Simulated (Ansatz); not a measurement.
Reaction (SMILES): C=CCl + C (CH4) -> C=C (C2H4) + CCl (CH3Cl)

Property: bond separation energy (electronic), in kcal/mol. Terms: frozen cores in correlated levels; LANL2DZ with its own core potentials from Na on; dispersion terms only where a functional's name holds one; non-relativistic; 6-31G* and kin with 6d, 5d where marked; no spin-orbit coupling. CBS marks a two-point X^-3 extrapolation of the correlation energy; Hartree-Fock from the larger set. The bracket is a focal-point correction in the basis named. First-principles rows: single points at B3LYP-D3(BJ) geometries (Ansatz, an electronic-structure program).

Coupled cluster (Ansatz) is a level with limits of its own, used here on species with T1 under 0.025 (0.045 for open shells) and stable references: RI-MP2/CBS(aug-cc-pV(T+d)Z,aug-cc-pV(Q+d)Z)+[CCSD(T)-MP2]/aug-cc-pV(T+d)Z.

Value to compare with, RI-MP2/CBS(aug-cc-pV(T+d)Z,aug-cc-pV(Q+d)Z)+[CCSD(T)-MP2]/aug-cc-pV(T+d)Z (Ansatz): 4.5 kcal/mol.

```csv
level,program,bond separation energy (electronic) (kcal/mol),difference
HF/STO-3G,Ansatz,4.8,0.3
PBE/3-21G,Ansatz,4.2,-0.3
B3LYP/3-21G,Ansatz,2.9,-1.6
B3LYP/LANL2DZ,Ansatz,2.8,-1.7
B3LYP/6-31G*,Ansatz,4.9,0.4
B3LYP/6-31G**,Ansatz,4.9,0.4
PBE/def2-TZVPD,Ansatz,6.0,1.5
B2PLYP-D3(BJ)/def2-TZVPD,Ansatz + dftd3,4.9,0.4
```

3 of the 6 habitual levels lie above RI-MP2/CBS(aug-cc-pV(T+d)Z,aug-cc-pV(Q+d)Z)+[CCSD(T)-MP2]/aug-cc-pV(T+d)Z (Ansatz); their mean absolute difference is 0.8 kcal/mol, the median 0.4.

The levels are drawn from those run, B3LYP/6-31G* more often than the rest, none by its result; runs whose electronic state is in doubt are left out.
